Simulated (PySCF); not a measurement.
Molecule (SMILES): N#[N+][O-].
Geometry (B3LYP-D3(BJ)/def2-TZVP, fixed):
```
N
N 1 1.1210
O 1 1.1826 2 180.00
```
Charge 0, spin multiplicity 1.

Basis-set convergence of the lowest singlet excitation energy at PBE with PySCF. Tamm-Dancoff approximation; the state is taken by its order, and sets in which it differs in degeneracy or brightness are left out, yet its character can still change. All functions are spherical. Density fitting with generated auxiliary sets. No added dispersion term, no relativity. Reference: the value in d-aug-cc-pVTZ, 6.911 eV, itself unsure by roughly 0.002 eV (its mean distance from aug-cc-pVQZ, aug-pcseg-2, aug-cc-pVTZ). Deviations are taken from unrounded values. Cost is core time over that of aug-pcseg-1, rough, on shared machines of one kind; a dash marks a row that isn't timed (too short, read off another run, short of memory, by another algorithm or on other hardware).

| basis | functions | cost |
|---|---|---|
| pcseg-0 | 27 | - |
| pcseg-1 | 42 | 0.5× |
| aug-pcseg-1 | 69 | 1× |
| pcseg-2 | 90 | 2× |
| aug-pcseg-2 | 138 | 3× |
| pcseg-3 | 180 | 5× |

Problem. Which is the smallest pcseg set listed that can be trusted to 0.05 eV here, that is, within that of the reference together with its larger relatives (same family, alike in diffuse functions; a set with none to test it counts only in the reference's own line)?

Solution. The smallest set listed that lies within 0.05 eV of the reference with all its larger relatives (same family, alike in diffuse functions; a set with none counts only in the reference's own line) is aug-pcseg-1 (69 functions, 1× in cost, 0.012 eV off). Value minus reference: pcseg-0 -0.150, pcseg-1 0.089, aug-pcseg-1 0.012, pcseg-2 0.034, aug-pcseg-2 -0.002, pcseg-3 0.009 eV.
